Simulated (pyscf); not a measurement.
Optimised with ωB97X-D3(BJ)/def2-SVP in PySCF.

Problem. List the bond dissociation enthalpies at 298 K of `[F][TaH]([F])([F])[F]` from ωB97M-D3(BJ)/def2-TZVP, from the weakest bond up.

Solution. H–Ta to [F–Ta(F)(F)–F]• + H•: 2.91 eV; F–Ta to F• + [F–TaH(F)–F]•: 5.93 eV. Ring and multiple bonds, and those that leave no two simple radicals, are not listed. The radicals are drawn with the spin at the cut bond; how far it spreads was not checked. Left out: the spin-orbit lowering of F. Open-shell species with a d-block atom are single-reference here; other states, and whether the spin sits on metal or ligand, were not checked. Elements past Kr carry the def2 core potentials, without spin-orbit coupling.
